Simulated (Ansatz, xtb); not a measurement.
System: N2H5, charge 1, multiplicity 1. It need not be the lowest isomer of its formula. SMILES: N[NH3+]
Coordinates optimised at B3LYP-D3(BJ)/def2-TZVP (Ansatz, an electronic-structure program):
```
N
H 1 1.0255
H 1 1.0255 2 106.51
H 1 1.0297 2 108.56 3 116.72
N 1 1.4433 2 108.30 3 -116.29
H 5 1.0167 1 108.31 2 -63.19
H 5 1.0167 6 109.36 1 117.83
```
Charge +1, spin multiplicity 1.

Harmonic wavenumbers from GFN2-xTB (xtb, at its own minimum), cm⁻¹: 332, 883, 941, 1044, 1080, 1256, 1393, 1410, 1418, 1503, 2995, 3122, 3144, 3376, 3409.

### Question
Give the harmonic wavenumbers at B3LYP-D3(BJ)/def2-TZVP (Ansatz, finite differences of forces, unscaled).

### Answer
313, 864, 1060, 1061, 1191, 1436, 1566, 1652, 1666, 1692, 3321, 3411, 3435, 3468, 3562 cm⁻¹. Zero-point energy 42.5 kcal/mol.

### Question
From these and the geometry, give the ideal-gas thermochemistry at 298.15 K and 1 atm (rigid rotor, harmonic oscillator).

### Answer
Point group Cs, rotational symmetry number 1. Rotational constants 110.7, 22.76, 21.85 GHz. S(trans) 36.42, S(rot) 19.31, S(vib) 1.74, S(elec, spin only) 0.00, S 57.5 cal/(mol K). H(298) - H(0) 2.72 kcal/mol; G - E(el) 28.0 kcal/mol.
